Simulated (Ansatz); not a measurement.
A calculation with Ansatz (development build ahead of 0.2.0).

```yaml
crystal:
  periodic: [false, false, false]
  atoms:
    - { symbol: C, position_ang: [0.09327, -1.0215, -0.66314] }
    - { symbol: Cl, position_ang: [-0.07956, 0.59484, 0.35793] }
    - { symbol: H, position_ang: [0.15375, -0.72866, -1.71755] }
    - { symbol: H, position_ang: [1.04767, -1.31844, -0.27461] }
    - { symbol: H, position_ang: [-0.69502, -1.6639, -0.30833] }
basis:
  gaussian: { orbitals: def2-SVP }
total_charge: 1
magnetization:
  spin_polarized: true
  initial_magnetization: 1
hamiltonian:
  xc: hf
output:
  forces: true
```

The input is written out in the form of the current development build from the run's settings.

Results

* Converged: yes
* Total energy: -498.55635 hartree
* Spin squared of the determinant: 0.758
* Stability test: minimum

Forces (eV/Å):
```
atom      Fx      Fy      Fz
  C1   0.386   0.431  -0.163
 Cl2  -0.164  -0.184  -0.309
  H3  -0.401   0.019   0.468
  H4   0.628  -0.300   0.150
  H5  -0.449   0.033  -0.147
```
